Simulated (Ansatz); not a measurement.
System (SMILES): Cl (HCl).
Geometry (B3LYP-D3(BJ)/def2-TZVP, fixed):
```xyz
2

Cl     0.0000     0.0000    -0.0712
H      0.0000     0.0000     1.2108
```
Charge 0, spin multiplicity 1.

How fast the dipole moment converges with the basis for several methods (Ansatz, a first-principles code): deviation from each method's own reference, in D. References: CCSD(T) 1.095 D, the value in aug-pcseg-3; HF 1.188 D, the value in aug-cc-pV(5+d)Z; MP2 1.124 D, the value in aug-cc-pV(5+d)Z; PBE 1.076 D, the value in aug-cc-pV(5+d)Z; PBE0 1.120 D, the value in aug-cc-pV(5+d)Z. Cartesian d functions, on some or all atoms, in 6-31G*; all else is spherical. In correlated methods cores are frozen. No added dispersion term, no relativity. The reference of a correlated method is not its basis-set limit, which lies further on.

```json
[
 {"basis": "6-31G", "functions": "15", "CCSD(T)": "0.631", "HF": "0.683", "MP2": "0.651", "PBE": "0.716", "PBE0": "0.722"},
 {"basis": "pcseg-0", "functions": "15", "CCSD(T)": "0.763", "HF": "0.832", "MP2": "0.783", "PBE": "0.806", "PBE0": "0.839"},
 {"basis": "6-31G*", "functions": "21", "CCSD(T)": "0.367", "HF": "0.325", "MP2": "0.402", "PBE": "0.407", "PBE0": "0.396"},
 {"basis": "def2-SVP", "functions": "23", "CCSD(T)": "0.209", "HF": "0.228", "MP2": "0.238", "PBE": "0.241", "PBE0": "0.255"},
 {"basis": "def2-SVPD", "functions": "35", "CCSD(T)": "0.027", "HF": "0.054", "MP2": "0.040", "PBE": "0.039", "PBE0": "0.047"},
 {"basis": "def2-TZVPD", "functions": "55", "CCSD(T)": "0.007", "HF": "0.003", "MP2": "0.010", "PBE": "0.004", "PBE0": "0.005"},
 {"basis": "6-311++G(3df,3pd)", "functions": "65", "CCSD(T)": "-0.022", "HF": "-0.005", "MP2": "-0.021", "PBE": "0.002", "PBE0": "-0.002"},
 {"basis": "cc-pV(Q+d)Z", "functions": "94", "CCSD(T)": "0.045", "HF": "0.030", "MP2": "0.039", "PBE": "0.049", "PBE0": "0.042"}
]
```

Mean absolute deviation over def2-TZVPD, 6-311++G(3df,3pd): PBE 0.003, PBE0 0.003, HF 0.004, CCSD(T) 0.014, MP2 0.016 D.
